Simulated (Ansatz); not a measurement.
Relaxation of BFH$_{4}$O (7 atoms, charge 0, multiplicity 1), to a largest force component of 0.03 eV/Å in at most 50 steps.

Theory: Ansatz 0.2.0, RKS B3LYP/6-31G*.

```xyz
7
Properties=species:S:1:pos:R:3
B 0.042 0.389 -0.428
O -0.019 -0.102 2.127
H -0.966 -0.259 2.275
H 1.090 -0.116 -0.694
H -1.022 -0.108 -0.655
F 0.049 1.644 0.021
H 0.040 0.874 2.001
```

**Question.** Where does it end, and by what steps?

**Answer.** The run converged. The force dipped under the threshold on the way, but the program's further checks kept it going. After 18 steps the energy has fallen by 0.221 eV; H7 moved furthest, 0.60 Å.

```
step  energy less start (eV)  largest force component (eV/Å)  accepted
   0                  0.0000                           0.741       yes
   1                 -0.0515                           1.878       yes
   2                 -0.0938                           1.617       yes
   3                 -0.1792                           1.102       yes
   4                 -0.2053                           0.191       yes
   5                 -0.2093                           0.086       yes
   6                 -0.2112                           0.143       yes
   7                 -0.2128                           0.073       yes
   8                 -0.2119                           0.317        no
   9                 -0.2141                           0.052       yes
  10                 -0.2143                           0.301       yes
  11                 -0.2165                           0.110       yes
  12                 -0.2197                           0.070       yes
  13                 -0.2207                           0.007       yes
  14                 -0.2182                           0.323        no
  15                 -0.2210                           0.043       yes
  16                 -0.2211                           0.067       yes
  17                 -0.2212                           0.044       yes
  18                 -0.2213                           0.004       yes
```

```xyz
7
Properties=species:S:1:pos:R:3
B -0.028 0.345 -0.114
O -0.141 -0.095 1.636
H -1.023 0.200 1.924
H 1.109 0.006 -0.314
H -0.939 -0.324 -0.527
F -0.253 1.698 -0.049
H 0.489 0.492 2.092
```

Run time: 18 s on 1 thread of Intel(R) Xeon(R) 6975P-C (Granite Rapids) (shared host), peak memory 0.14 GiB.
